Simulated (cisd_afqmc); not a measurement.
Input (AFQMC/CISD/aug-cc-pVTZ; cisd_afqmc is a phaseless AFQMC code with CISD trial states that reads the integrals written by Ansatz):

Ansatz 0.2 input:
```python
import cisd_afqmc

open("ham.yaml", "w").write("""\
crystal:
  periodic: [false, false, false]
  atoms:
    - {symbol: C, position_ang: [-1.29799719, -0.38951804, -0.00003400]}
    - {symbol: O, position_ang: [-0.47722319, 0.72802096, 0.00005400]}
    - {symbol: H, position_ang: [-2.35192219, -0.08023204, -0.00863900]}
    - {symbol: H, position_ang: [-1.14085319, -1.03582104, -0.87810100]}
    - {symbol: H, position_ang: [-1.15317819, -1.02751304, 0.88635900]}
    - {symbol: H, position_ang: [0.51057981, 0.37115996, 0.00024300]}
    - {symbol: F, position_ang: [1.74901581, -0.19051704, -0.00001000]}
basis:
  gaussian:
    orbitals: aug-cc-pVTZ
total_charge: -1
magnetization: {spin_polarized: false}
correlation: {method: ccsd, electrons: outside_noble_gas, hamiltonian_folder: ham}
""")
rep = cisd_afqmc.ansatz("ham.yaml")
e_ccsd = rep["correlation"]["coupled_cluster"]["energy"]["hartree"]
out = cisd_afqmc.run("ham", e_ccsd, trial="CISD", walkers=1000, populations=1, threads=12, dt=0.005, steps=40, early=24, settle=10, least=100,
    cut=5e-5, rank_cut=2e-4, target=0.0004, seconds=1000, seed=4, memory=62639, gpu=True)
```

Output:

```
orbitals 227, occupied [11], factors 1219 of 1337, rank of the doubles 614 of 2376
E(HF) = -214.583352
E(CCSD) on the cut factors = -215.332904, shift to the whole factors -0.000011
Energy of the trial state on the determinant = -215.332929
  tau behind 7.2 of longer steps, mean of the populations' last blocks
   2.0  -215.35829
   4.0  -215.36345
   6.0  -215.36131
   8.0  -215.36215
  10.0  -215.36020
  12.0  -215.35983
  14.0  -215.36146
  16.0  -215.36150
  18.0  -215.36110
  20.0  -215.36021
  22.0  -215.36313
  24.0  -215.36048
  26.0  -215.36292
blocks 128 (0 outliers left out), error by blocks joined: 1: 0.00026, 2: 0.00032, 4: 0.00036, 8: 0.00039
E(AFQMC/CISD) = -215.36140 +/- 0.00039
```
